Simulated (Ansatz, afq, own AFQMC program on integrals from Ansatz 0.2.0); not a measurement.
## Where AFQMC and coupled cluster stand for As⁺, quintet

A free As cation.

Basis 6-31G. Noble-gas cores (and the filled d shells of Ga–Kr and In–Xe) are frozen. AFQMC by an in-house program on the Cholesky factors that Ansatz 0.2.0 writes for its CCSD(T) run. The CISD trial takes its coefficients from CCSD amplitudes. Released means that phaseless walkers are propagated on without the constraint, phases kept. Free projection: walkers drawn from exp(T), propagated without any constraint. Its projection time is finite, and what remains of the start isn't in its error. Error bars are statistical, one sigma. No spin–orbit coupling.

Determinant: UHF, the one that the program's search chose, which needn't be the lowest solution.

Full CI on the same integrals is exact in this basis and with this determinant's frozen core.

Cautions: no relativity below Rb; no spin-orbit coupling; inner d shell frozen; another spin lies lower (by 4.87 eV).

```
T1 diagnostic                               : 0.0016
weight of the determinant in the CISD state : 0.998
⟨S²⟩ of the determinant                     : 6.000
size of the correlated space                : 4 electrons in 15 orbitals
```

```json
{"level": "MP2", "correlation energy (eV)": "-0.0638"}
{"level": "CCSD", "correlation energy (eV)": "-0.0817"}
{"level": "CCSD(T)", "correlation energy (eV)": "-0.0821"}
```

(1) Estimate where phaseless AFQMC with a CISD trial lies against CCSD(T) on the same integrals.

(1) 0.0 ± 0.01 kJ/mol below CCSD(T).

Reference: full CI, correlation energy -0.082 eV. The released energy is read at 2.40 1/Eh (meV from the phaseless value at times in 1/Eh: 0.01 ± 0.03 at 0.24, 0.01 ± 0.02 at 0.51, 0.00 ± 0.03 at 0.99, -0.01 ± 0.03 at 1.62, 0.01 ± 0.03 at 2.40).

| level | E − E(reference) (kJ/mol) | share of correlation (%) |
| --- | --- | --- |
| CCSD(T) | 0.0 | 99.87 |
| CCSDT | 0.0 | 99.96 |
| CCSDT(Q) | 0.0 | 99.95 |
| ph-AFQMC/CISD | 0.0 ± 0.01 | 99.98 |
| released AFQMC | 0.0 ± 0.01 | 99.97 |
| free AFQMC | 0.0 ± 0.01 | 100.08 |

CCSDT and higher add their correlation energy to the determinant of the CCSD(T) run, since their own runs factorise the integrals more tightly (a shift of under 2 meV). Free projections are given only where their last times agree within the noise and don't stop above the reference; a slow remainder of the start can still hide under it. A walk keeps the symmetry of its determinant, which the program's search chose and which needn't be the lowest solution, so a lower state of the same spin and another symmetry isn't excluded. Released energies are given only where the last usable release times agree within the noise; a slower fall can still hide under it.
